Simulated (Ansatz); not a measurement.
A made-up structure of CH$_{4}$AlSi, doublet:

```xyz
7
angstrom
C -1.8521 -1.0094 -0.6542
Si -0.7842 0.5529 -0.5456
Al 1.5939 0.2992 0.7191
H -2.2349 -2.1462 -0.5350
H -1.4114 1.9327 -1.2392
H 1.9881 -1.3069 1.3577
H 2.7006 1.6776 0.8972
```

It is relaxed with PBE-D4/def2-SVP and then PBE0-D4/def2-TZVP (Ansatz 0.2.0). Atoms count as bonded within 1.22 times the sum of their covalent radii (H–H: 0.88 Å). The end point is not checked to be a true minimum.

Question: Does its bonding change? (A judgement: the text doesn't fix the answer.)

Answer: Computed: No: no bond forms or breaks.

Where it ends: The first stage lowers the energy by 1.33 eV in 5 steps. It ends as CH₄AlSi ([CH][SiH][AlH2]):
```
7
angstrom
C -1.6532 -0.9019 -0.5836
Si -0.7000 0.4931 -0.4870
Al 1.4236 0.2676 0.6421
H -1.9974 -1.9162 -0.4786
H -1.2605 1.7249 -1.1064
H 1.7763 -1.1661 1.2125
H 2.4113 1.4987 0.8010
```

Labels in which every atom is bracketed show which atoms are joined, not bond orders.

For scale, one of the runs: PBE0-D4/def2-TZVP relaxation, 129 basis functions, launched by `ansatz run in.yaml --threads 2 --pin off --events-out ev --progress --plain --max-ram 4352MiB`. Hardware: 2 CPU threads of an Arm Neoverse V1, shared host. Wall time about 30 s.
